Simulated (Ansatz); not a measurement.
A made-up structure of SiNH$_{3}$S, singlet:

N1  (-1.307, -0.403, -0.698)
Si2  (-0.130, 0.555, -0.246)
S3  (1.609, 0.282, 0.923)
H4  (-1.391, -1.380, -0.460)
H5  (-0.142, 1.965, -0.672)
H6  (-2.214, -0.180, -0.287)
(Å)

It is relaxed with PBE-D4/def2-SVP and then PBE0-D4/def2-TZVP (Ansatz 0.2.0). Atoms count as bonded within 1.22 times the sum of their covalent radii (H–H: 0.88 Å). The end point is not checked to be a true minimum.

(1) Does its bonding change? (Judge from chemistry; the calculation decides.)

Results:

(1) By the calculation: No: no bond forms or breaks.

Where it ends: The first stage lowers the energy by 1.23 eV in 8 steps. It ends as SiNH₃S ([NH2][SiH][S]):
N1  (-1.322, -0.390, -0.420)
Si2  (-0.012, 0.610, -0.105)
S3  (1.675, 0.103, 0.706)
H4  (-1.323, -1.373, -0.198)
H5  (-0.418, 1.954, -0.577)
H6  (-2.174, -0.065, -0.845)
(Å)

Labels in which every atom is bracketed show which atoms are joined, not bond orders.

For scale, one of the runs: PBE0-D4/def2-TZVP relaxation, 123 basis functions, launched by `ansatz run in.yaml --threads 2 --pin off --events-out ev --progress --plain --max-ram 4352MiB`. The run took about 7 s on 2 CPU threads of an Intel Xeon 6975P-C (shared host).
